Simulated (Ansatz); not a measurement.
**MgCl− (singlet): from Hartree-Fock to the top rungs, aug-cc-pVDZ**

The task here is to estimate one member of a computed series from the others.

Program: Ansatz 0.2.0, Gaussian basis. Level of theory: aug-cc-pVDZ, core rule «outside noble gas», up to 10 orbitals frozen. These are calculated values, not measurements.

The runs, in order: UHF; CCSD(T) on RHF; CCSD(T) on UHF; BCCD(T) on RHF; CISD; CCSDT(Q) on RHF; CCSDT(Q) on UHF.

34 further runs of the same task are left out: 12 for a known fault of the program, 8 that didn't finish, 14 set aside as unsound or not needed. Runs told in other sessions of the task aren't counted.

## What is computed

The geometry is a PBE0/def2-TZVPD stationary point (not a proven minimum) of the parent state, kept for this charge and spin.

2 atoms, charge -1, spin multiplicity 1.

Atoms are counted from 1 here; the program's logs count them from 0.

Bond lengths: Cl1–Mg2 2.297 Å.

The first run:

The input, in.yaml:

```yaml
crystal:
  periodic: [false, false, false]
  atoms:
    - {symbol: Cl, position_ang: [0.000000, 0.000000, 0.000000]}
    - {symbol: Mg, position_ang: [0.000000, 0.000000, 2.296700]}
basis:
  gaussian: {orbitals: aug-cc-pVDZ}
total_charge: -1
magnetization: {spin_polarized: true, initial_magnetization: 0}
hamiltonian: {xc: hf}
output: {orbitals: {seedname: orbitals}}
```

On the command line:

```console
> ansatz run in.yaml --threads 1 --pin off --events-out ev --progress --plain --max-ram 2393MiB
```

Among the steps run: UHF; CCSD(T) on RHF; CCSD(T) on UHF; BCCD(T) on RHF; CISD; CCSDT(Q) on RHF; CCSDT(Q) on UHF.

One table of the session follows, with a row left open; its other results are not shown here.

It belongs to the step «Misses and costs». 

| method | from RCCSDT(Q) (meV) |
| --- | --- |
| RHF | +5783.1 |
| UHF | +5769.3 |
| RMP2 | +752.0 |
| CISD | +657.7 |
| RCCSD | +175.7 |
| RCCSD(T) | ? |
| BCCD(T) | +25.0 |
| RCCSDT | +12.8 |
| RCCSDT(Q) | 0 |

Q: Estimate the row for RCCSD(T) from the others.

The run gave: from RCCSDT(Q) (meV): +25.5. In the column «from RCCSDT(Q) (meV)» it lies between BCCD(T) (+25.0) and RCCSD (+175.7).

Not comparable, so not listed: CCSD(T) on UHF; CCSDT(Q) on UHF (they don't share determinant, frozen orbitals or solution with the rows shown, or repeat one).

Limits of these values: Warnings: restricted reference is unstable; spin contamination.
